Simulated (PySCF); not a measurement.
# isocyanate: adiabatic energies of losing or gaining an electron at several levels

Structure: `[N-]=C=O` ([CNO]-).

All levels share the PBE0-D3(BJ)/ma-def2-SVP structures and the PBE0-D3(BJ)/ma-def2-SVP thermal terms; only the single-point energies (PySCF) change. Values are adiabatic energies of losing or gaining an electron (0 K, eV).

| level | detachment energy to the radical | abs. error | time |
| --- | --- | --- | --- |
| HF/jun-cc-pV(T+d)Z | 2.18 | 1.42 | 1.5 s |
| CCSD(T)/jun-cc-pV(T+d)Z | 3.50 | 0.11 | 9.3 min |
| B3LYP-D3(BJ)/ma-def2-TZVP | 3.52 | 0.09 | – |
| MP2/jun-cc-pV(T+d)Z | 3.99 | 0.38 | 11 s |
| ATcT 1.112 | 3.61 |  |  |

Times are wall times for all single points of a level on 1 thread of Arm Neoverse V2, a shared host; the dash marks the run that also made the structures.

Hartree-Fock leaves out electron correlation, so its ionisation energies and electron affinities from energy differences come out too low, often by 1 eV or more.

The spread: 1.81 eV, from 2.18 to 3.99.
